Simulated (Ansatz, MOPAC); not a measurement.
Dissociation curve of LiH, singlet.

Computed with: RHF/aug-cc-pVQZ (Ansatz, a quantum-chemistry and plane-wave program); RKS-PBE0 = restricted PBE0/aug-cc-pVQZ run with Ansatz; UCCSD = Ansatz with CCSD on UHF/aug-cc-pVQZ, frozen core; PM3, restricted, heats of formation (MOPAC).

Energies are in kJ/mol, each relative to the lowest point of its own curve near equilibrium.

```csv
R / Å,RHF,RKS-PBE0,UCCSD,PM3
1.22,76.7,71.4,75.1,35.7
1.26,58.4,54.0,57.1,27.6
1.35,28.4,25.8,27.8,12.8
1.45,9.3,8.1,9.2,2.8
1.51,3.3,2.6,3.3,0.3
1.53,2.0,1.5,2.0,0.0
1.60,0.0,0.0,0.0,1.1
1.67,1.2,1.5,1.0,5.3
1.69,2.0,2.4,1.8,7.0
1.73,4.3,4.7,3.9,10.9
1.86,15.7,16.1,14.4,27.8
1.99,31.5,31.5,28.9,49.0
2.13,51.5,50.6,47.0,74.3
2.44,99.8,96.0,89.9,135.7
2.61,126.5,120.5,112.7,170.6
2.91,171.1,160.8,149.3,229.9
3.21,211.7,196.1,179.4,283.4
3.53,250.0,228.0,203.6,332.4
3.94,292.0,261.0,222.9,383.1
4.32,324.6,284.9,232.1,419.4
4.79,357.8,307.4,237.1,453.2
5.50,396.2,330.4,239.5,487.8
6.39,430.0,347.6,240.1,514.9
```

At the longest distance, 6.39 Å, PM3 lies highest above its minimum (514.9 kJ/mol) and UCCSD lowest (240.1 kJ/mol).

The restricted form behind RHF, RKS-PBE0, PM3 keeps the bonding electrons paired and can't separate into open-shell fragments. The unrestricted determinant behind UCCSD is spin-contaminated at 2.44 to 6.39 Å (<S²> up to 1.0, against 0.00 for a pure singlet). With two correlated electrons CCSD is exact in the basis where it finds the lowest root (UCCSD).
